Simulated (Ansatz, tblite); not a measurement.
**SiF2H2 (SiH2F2): rung by rung**

The task here is to estimate one member of a computed series from the others.

Computed with Ansatz 0.2.0, Gaussian basis. Level: as each input shows.

Plan: GFN1-xTB, GFN2-xTB, PBE-D4/def2-TZVP, r2SCAN-D4/def2-TZVP, HSE06-D4/def2-TZVP, ωB97M-V/def2-TZVP, B97M-V/def2-TZVP, BHLYP-D4/def2-TZVP, BLYP-D4/def2-TZVP, CAM-B3LYP-D4/def2-TZVP, ωB97X-V/def2-TZVP, PBE-D4/def2-SVP, PBE0-D4/def2-SVP, HF/STO-3G, PBE0-D4/def2-TZVPD, PBE-D4/def2-TZVPD, r2SCAN-D4/def2-TZVPD, CCSD(T)/def2-TZVPP, MP2/def2-TZVP, RPA/def2-TZVP, CCSD(T)/def2-TZVPD.

### The structure

The geometry is that of the singlet, from an earlier relaxation (r2SCAN-D4/def2-TZVP).

5 atoms, charge 0, spin multiplicity 1.

Bond lengths: Si1–F2 1.587 Å, Si1–F3 1.587 Å, Si1–H4 1.473 Å, Si1–H5 1.473 Å. Angles: F2–Si1–F3 107.9°, F2–Si1–H4 108.5°, F2–Si1–H5 108.5°, F3–Si1–H4 108.5°, F3–Si1–H5 108.5°, H4–Si1–H5 114.6°.

As a file:

```
Si   -0.04509    0.00027   -0.03142
F    -0.01266   -0.01937    1.55488
F     1.45438    0.01083   -0.55030
H    -0.70171    1.24380   -0.47116
H    -0.69491   -1.23553   -0.50199
```

PBE0-D4/def2-TZVP was run before; its log isn't repeated, and its numbers join the tables.

The first run:

Tight binding, by tblite at 300 K electronic temperature and without a spin-polarisation term:

```python
tblite.interface.Calculator('GFN1-xTB', numbers, positions, charge=0, uhf=0).singlepoint()
```

Tight binding, by tblite at 300 K electronic temperature and without a spin-polarisation term:

```python
tblite.interface.Calculator('GFN2-xTB', numbers, positions, charge=0, uhf=0).singlepoint()
```

start.molden holds the orbitals of an earlier run on this state, given as this run's starting guess.

Input file in.yaml:

```yaml
crystal:
  periodic: [false, false, false]
  atoms:
    - {symbol: Si, position_ang: [-0.045094, 0.000267, -0.031422]}
    - {symbol: F, position_ang: [-0.012658, -0.019370, 1.554877]}
    - {symbol: F, position_ang: [1.454384, 0.010831, -0.550301]}
    - {symbol: H, position_ang: [-0.701706, 1.243804, -0.471156]}
    - {symbol: H, position_ang: [-0.694906, -1.235533, -0.501988]}
basis:
  gaussian: {orbitals: def2-TZVP, initial_orbitals: start.molden}
hamiltonian: {xc: pbe, dispersion: d4}
scf: {omitted_lower_state_checks: [starts]}
output: {orbitals: {seedname: orbitals}}
```

On the command line:

```console
ansatz run in.yaml --threads 4 --pin off --events-out ev --progress --plain --max-ram 3916MiB
```

Steps of the session up to this table: PBE-D4/def2-TZVP; r2SCAN-D4/def2-TZVP; HSE06-D4/def2-TZVP; ωB97M-V/def2-TZVP; B97M-V/def2-TZVP; BHLYP-D4/def2-TZVP; BLYP-D4/def2-TZVP; CAM-B3LYP-D4/def2-TZVP; ωB97X-V/def2-TZVP; PBE-D4/def2-SVP; PBE0-D4/def2-SVP; HF/STO-3G; PBE0-D4/def2-TZVPD; PBE-D4/def2-TZVPD; r2SCAN-D4/def2-TZVPD; CCSD(T)/def2-TZVPP; MP2/def2-TZVP; RPA/def2-TZVP; CCSD(T)/def2-TZVPD.

One table of the session follows, with a row left open; its other results are not shown here.

It belongs to the step «Levels side by side». 

| level | HOMO (eV) | LUMO (eV) | gap (eV) |
| --- | --- | --- | --- |
| HF/STO-3G | -10.36 | 13.02 | 23.38 |
| PBE-D4/def2-SVP | -8.18 | 0.05 | 8.23 |
| PBE-D4/def2-TZVP | -8.36 | -0.57 | 7.79 |
| PBE-D4/def2-TZVPD | -8.41 | -0.79 | 7.63 |
| BLYP-D4/def2-TZVP | -8.32 | -0.48 | 7.84 |
| r2SCAN-D4/def2-TZVP | -8.76 | -0.06 | 8.70 |
| r2SCAN-D4/def2-TZVPD | -8.79 | -0.22 | 8.57 |
| B97M-V/def2-TZVP | -8.82 | -0.37 | 8.45 |
| PBE0-D4/def2-SVP | -9.79 | 0.96 | 10.75 |
| PBE0-D4/def2-TZVP | -9.89 | 0.31 | 10.20 |
| PBE0-D4/def2-TZVPD | -9.92 | 0.04 | 9.96 |
| HSE06-D4/def2-TZVP | -9.48 | -0.06 | 9.42 |
| BHLYP-D4/def2-TZVP | ? | ? | ? |
| CAM-B3LYP-D4/def2-TZVP | -11.37 | 1.25 | 12.61 |
| ωB97X-V/def2-TZVP | -12.37 | 2.38 | 14.75 |
| ωB97M-V/def2-TZVP | -12.17 | 2.02 | 14.20 |

Q: Estimate the row for BHLYP-D4/def2-TZVP from the others.

As computed: HOMO (eV): -11.37; LUMO (eV): 1.11; gap (eV): 12.49.
